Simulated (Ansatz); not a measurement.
# HF₂−: how energies converge with the basis set

How large a basis does HF₂− need? Two functionals are run in growing sets.

Program: Ansatz 0.2.0, Gaussian basis. Level of theory: one geometry, several basis sets. These are calculated values, not measurements.

Plan: PBE0-D4/def2-SVPD; ωB97M-V/def2-SVPD; PBE0-D4/def2-QZVPPD; ωB97M-V/def2-QZVPPD; the functionals' def2-TZVPPD values are taken from earlier runs.

### 1 The relaxed structure

An earlier PBE0-D4 in a triple-zeta def2 set relaxation fixed the geometry.

SMILES `F[H-]F`, 3 atoms, charge -1, spin multiplicity 1.

Atoms are counted from 1 here; the program's logs count them from 0.

Bond lengths: F1–H2 1.143 Å, H2–F3 1.143 Å. Angles: F1–H2–F3 180.0°.

### 2 PBE0-D4 in def2-SVPD

Contents of in.yaml:

```yaml
crystal:
  periodic: [false, false, false]
  atoms:
    - {symbol: F, position_ang: [-0.973218, 0.344395, -0.490950]}
    - {symbol: H, position_ang: [-0.000007, 0.000008, -0.000001]}
    - {symbol: F, position_ang: [0.973235, -0.344404, 0.490961]}
basis:
  gaussian: {orbitals: def2-SVPD}
total_charge: -1
hamiltonian: {xc: pbe0, dispersion: d4}
output: {orbitals: {seedname: orbitals}}
```

The runs that follow: ωB97M-V in def2-SVPD; PBE0-D4 in def2-QZVPPD; ωB97M-V in def2-QZVPPD.

**Question.** What will the summary of the whole plan be? Wanted: PBE0-D4: double and triple zeta above quadruple; ωB97M-V: double and triple zeta above quadruple.

**Answer**, as computed:

| quantity | value |
| --- | --- |
| PBE0-D4: double and triple zeta above quadruple | 6.47, 0.23 eV |
| ωB97M-V: double and triple zeta above quadruple | 6.51, 0.21 eV |

**Reading.** PBE0-D4 gains 6.24 eV from double to triple zeta, then 0.23 eV more. These are total energies; as a rule much of such shifts cancels in differences, which this series doesn't test. The LUMO of ωB97M-V is positive and keeps falling with the basis (8.92 to 5.61 eV): an unbound level that the basis holds in place.
